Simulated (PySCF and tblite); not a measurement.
Results of a calculation; reference values are marked as such.
# Conformer ensemble of C₄H₆, numbered as in [CH2:1]=[CH:2][CH:3]=[CH2:4]

Geometries PBE0-D3(BJ)/def2-SVP; weights from PBE0-D3(BJ)/def2-TZVP energies and GFN2-xTB thermal corrections, with symmetry numbers and mirror pairs. Conformers within 4 kcal/mol (GFN2-xTB free energy) were kept, 5 at most. GIAO shieldings: PBE0/pcSseg-1. Shifts are against TMS (¹H), TMS (¹³C) at the same level; of two unlike H on one atom, a is the less shielded. Programs: PySCF with density fitting and tblite.

Torsions listed: C1–C2–C3–C4. Of a mirror pair one member is shown.

| conformer | shape | symmetry | E(GFN2) kcal/mol | E(DFT) kcal/mol | G(298.15 K) kcal/mol | weight % | dipole D |
| --- | --- | --- | --- | --- | --- | --- | --- |
| 1 | 180° | C2h | 0.00 | 0.00 | 0.00 | 99.2 | 0.00 |
| 2 | 27° | C2 (pair) | 2.34 | 3.49 | 2.86 | 0.8 | 0.10 |

Weights (%) against temperature:

```csv
T (K),1,2,S(mix) cal/mol/K
200,100.0,0.0,0.01
250,99.7,0.3,0.04
298.15,99.2,0.8,0.10
350,98.2,1.8,0.21
400,96.7,3.3,0.34
```

Averaged shifts at 298.15 K. ¹H: 6.44 (H2/H3, 2H), 5.47 (H1a/H4a, 2H), 5.41 (H1b/H4b, 2H) ppm. ¹³C: 146.3 (C2/C3), 126.0 (C1/C4) ppm.

Coordinates of conformer 1 (Å):

```xyz
10

C     1.751   -0.231   -0.604
C     0.652   -0.307    0.159
C    -0.529    0.522   -0.020
C    -1.625    0.451    0.748
H     2.616   -0.875   -0.429
H     1.819    0.483   -1.431
H     0.617   -1.034    0.980
H    -0.496    1.247   -0.842
H    -2.488    1.098    0.576
H    -1.692   -0.261    1.577
```

Shifts are unscaled: against experiment ¹³C can be off by 15 ppm or more and ¹H by 0.8 ppm.

Search and properties took 19 s on 1 thread of Arm Neoverse V2 (shared host) (rough), launched as `OMP_NUM_THREADS=1 python ens_run.py task.json out`.
